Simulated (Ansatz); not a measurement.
C3H9NO, SMILES `CC(O)CN` at its PBE0-D4/def2-TZVP geometry, where that method's forces vanish. Total charge 0; spin multiplicity 1.

```xyz
14

C    -0.4028    1.4276   -1.0552
C    -0.3384    0.0110   -0.5388
O     0.4468   -0.7588   -1.4177
C     0.2504   -0.0686    0.8624
N     0.4324   -1.4695    1.2189
H    -1.0310    2.0494   -0.4125
H    -0.8189    1.4444   -2.0636
H     0.5998    1.8608   -1.0939
H    -1.3634   -0.4007   -0.4997
H     0.7232   -1.5248   -0.8922
H     1.2362    0.4063    0.8447
H    -0.3797    0.4959    1.5642
H     1.0876   -1.5812    1.9796
H    -0.4423   -1.8920    1.5039
```

(1) What forces (eV/Å) does r2SCAN-D4/def2-TZVPP give on these atoms in the Gaussian-basis code of Ansatz? (Estimate.)

Answers

(1) Ansatz gave: 
```
C1  -0.006  0.118 -0.052
C2  -0.200  0.073  0.135
O3   0.182 -0.120 -0.249
C4   0.028  0.218  0.070
N5   0.067 -0.223 -0.019
H6   0.011 -0.015 -0.008
H7   0.008 -0.001  0.015
H8  -0.009 -0.011  0.003
H9  -0.040 -0.019  0.012
H10  0.005 -0.033  0.021
H11  0.005 -0.004 -0.005
H12 -0.017  0.021  0.012
H13 -0.007 -0.003  0.040
H14 -0.026 -0.001  0.027
```
